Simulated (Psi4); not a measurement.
This Psi4 input (MP2/cc-pV(Q+d)Z) gives -40.42622 Eh with 175 basis functions.

```
memory 8100 MB

molecule {
0 1
C    -0.00000000    0.00000000   -0.00000000
H     0.62054657    0.62688914    0.63896175
H    -0.64285838   -0.62489528    0.61852983
H     0.63693263   -0.63278043   -0.61664082
H    -0.61462083    0.63078657   -0.64085076
}

set {
  basis cc-pv(q+d)z
  scf_type df
  freeze_core true
}

energy('mp2')
print_variables()
```

Change:
```diff
- basis cc-pv(q+d)z
+ basis cc-pv(t+d)z
```

**Question.** What does the run give now?

**Answer.** -40.41158 Eh (MP2/cc-pV(T+d)Z, 86 functions), a change of +14.64 mEh.
